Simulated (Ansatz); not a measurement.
Input file:

```yaml
crystal:
  periodic: [false, false, false]
  atoms:
    - {symbol: Ge, position_ang: [0.000000, 0.000000, 0.000000]}
    - {symbol: Na, position_ang: [0.000000, 0.000000, 2.818200]}
basis:
  gaussian: {orbitals: STO-3G}
total_charge: 1
correlation: {method: fci, electrons: outside_noble_gas}
scf: {lower_state_search: off}
output: {forces: true}
```

```sh
$ ansatz run in.yaml --threads 1 --pin off --events-out ev --progress --plain --max-ram 2393MiB
```

Task: Roughly how long does this take on 1 thread of Intel Xeon Platinum 8488C, shared host, and how much host memory?

Result: 0.36 s wall and 0.09 GiB.

```
these checks for a lower state are left out or cut short: starts, cluster_reference, orbital_swaps, neighbouring_geometries, increment
340 factors; integrals over basis functions are off by at most 4.1e-8 eV
mean field evaluation 1: about -60175.3533 eV, gradient 7.3e0 eV
mean field evaluation 2: about -60175.3826 eV, gradient 7.5e0 eV
mean field evaluation 4: about -60175.5254 eV, gradient 3.0e-1 eV
mean field evaluation 8: about -60175.5261 eV, gradient 3.7e-5 eV
mean field -60175.52609461 eV, -2211.4097955403 hartree, gradient 2.5e-6 eV, S^2 0.000000; 0 other end points of the search recorded, 0 dependent functions left out; unrestricted orbitals would lower it
19 core orbitals not correlated: weight in the atoms' cores, before any rotation towards them, 0.999 or more for the frozen orbitals, at most 0.001 for the correlated occupied ones
reference -60175.52609461 eV, -2211.4097955403 hartree; 2, 2 occupied and 6, 6 virtual orbitals, 340 factors
state -60176.38117497 eV, -2211.4412191640 hartree
the calculation of the forces begins
mean field evaluation 16: about -60175.5261 eV, gradient 2.5e-6 eV
Total energy: -60176.38117497 eV, -2211.4412191640 hartree
Atom 0 at     0.000000     0.000000     0.000000 Å, force     0.000000    -0.000000     0.898853 eV/Å
Atom 1 at     0.000000     0.000000     2.818200 Å, force    -0.000000    -0.000000    -0.898853 eV/Å
Dipole moment:     0.000000    -0.000000     1.636860 e Å
Checks for a lower state left out: starts, cluster_reference, orbital_swaps, neighbouring_geometries, increment
```

Forces (eV/Å):
```
Ge   0.000  0.000  0.899
Na   0.000  0.000 -0.899
```
